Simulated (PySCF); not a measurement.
C4H6F2.
Geometry (PBE0-D3(BJ)/def2-SVP, Å), atoms numbered from 1 in this order:
```
atom  x, y, z in Å
C1    -1.6446   -0.0215   -0.1417
C2    -0.2724   -0.6876   -0.1519
C3     0.7730    0.1020    0.5703
C4     1.8637    0.6007    0.0029
F5     2.1860    0.4673   -1.2656
F6     2.7847    1.2977    0.6282
H7    -2.0008    0.1473    0.8869
H8    -2.3914   -0.6469   -0.6541
H9    -1.6147    0.9562   -0.6465
H10    0.0529   -0.8626   -1.1889
H11   -0.3508   -1.6853    0.3154
H12    0.6552    0.3056    1.6375
```

The calculation used PBE0-D3(BJ)/def2-SVP geometry optimisation, gas phase in PySCF 2.14.0.

Take the most abundant isotopes and a rigid rotor. The values belong to one conformer with, in the numbering `[CH3:1][CH2:2][CH:3]=[C:4]([F:5])[F:6]`, C1–C2–C3–C4 -118°.

Question: What are A, B and C (MHz)?

Answer: Ia = 63.60, Ib = 268.08, Ic = 304.70 u·Å²; 505379 MHz·u·Å²/I gives A = 7946, B = 1885, C = 1659 MHz.

Question: What kind of rotor is it?

Answer: A near-prolate asymmetric top: κ = (2 × 1885 − 7946 − 1659)/(7946 − 1659) = -0.93.

Question: What does the inertial defect say?

Answer: Not planar: Δ = Ic − Ia − Ib = -26.98 u·Å². For a rigid frame Δ = −2 Σ m c², so Σ m c² = 13.49 u·Å² lies off the ab plane: 5.43 from hydrogen and 8.06 from heavier atoms. The atom farthest from that plane is 1.54 Å away.

Question: List the rotational levels J(Ka,Kc) to J = 3 (MHz).

Answer: Above 0(0,0):
J = 1: 1(0,1) 3544, 1(1,1) 9605, 1(1,0) 9832
J = 2: 2(0,2) 10625, 2(1,2) 16466, 2(1,1) 17146, 2(2,1) 35330, 2(2,0) 35336
J = 3: 3(0,3) 21231, 3(1,3) 26754, 3(1,2) 28113, 3(2,2) 45961, 3(2,1) 45992, 3(3,1) 76838, 3(3,0) 76838
Those of J = 1 are B + C, A + C and A + B.

Question: Predict some low-J microwave lines.

Answer: The dipole components are |μa| = 1.34 D, |μb| = 0.35 D, |μc| = 0.26 D. The squared components, which scale the intensities, stand as 1.00 : 0.07 : 0.04 (a : b : c). Some of the stronger lines:

```
type  branch         J(Ka,Kc)    MHz  lower level (cm⁻¹)
   a       Q  2(1,1) ← 2(1,2)    680               0.549
   a       Q  3(1,2) ← 3(1,3)   1359               0.892
   a       Q  4(1,3) ← 4(1,4)   2265               1.350
   a       R  1(0,1) ← 0(0,0)   3544               0.000
   a       R  2(1,2) ← 1(1,1)   6861               0.320
   a       R  2(0,2) ← 1(0,1)   7081               0.118
   a       R  2(1,1) ← 1(1,0)   7314               0.328
   b       Q  4(1,3) ← 4(0,4)   7384               1.179
   b       R  4(0,4) ← 3(1,3)   8591               0.892
   c       R  1(1,0) ← 0(0,0)   9832               0.000
   a       R  3(1,3) ← 2(1,2)  10288               0.549
   a       R  3(0,3) ← 2(0,2)  10606               0.354
   a       R  3(2,2) ← 2(2,1)  10631               1.178
   a       R  3(2,1) ← 2(2,0)  10656               1.179
   a       R  3(1,2) ← 2(1,1)  10967               0.572
   a       R  4(1,4) ← 3(1,3)  13710               0.892
   a       R  4(0,4) ← 3(0,3)  14113               0.708
   a       R  4(2,3) ← 3(2,2)  14170               1.533
   a       R  4(3,2) ← 3(3,1)  14187               2.563
   a       R  4(3,1) ← 3(3,0)  14188               2.563
   a       R  4(2,2) ← 3(2,1)  14232               1.534
   a       R  4(1,3) ← 3(1,2)  14615               0.938
   c       R  2(2,0) ← 1(1,0)  25504               0.328
   b       R  3(2,1) ← 2(1,2)  29526               0.549
   c       Q  4(3,2) ← 4(2,2)  30801               2.009
   b       R  4(4,0) ← 3(3,1)  57398               2.563
```

Question: Estimate the classical rotational partition function at 50 K, 100 K and 200 K.

Answer: Point group C1, symmetry number σ = 1; q = (√π/σ)·√((kT/h)³/(ABC)), k/h = 20836.6 MHz/K: 12000 at 50 K, 33800 at 100 K, 95700 at 200 K.

Stationary, but not proved a minimum. These are rigid-rotor constants of the computed structure; measured ground-state constants (B0) also hold zero-point vibration. A rigid rotor knows nothing of internal rotation, which can split or shift real lines.
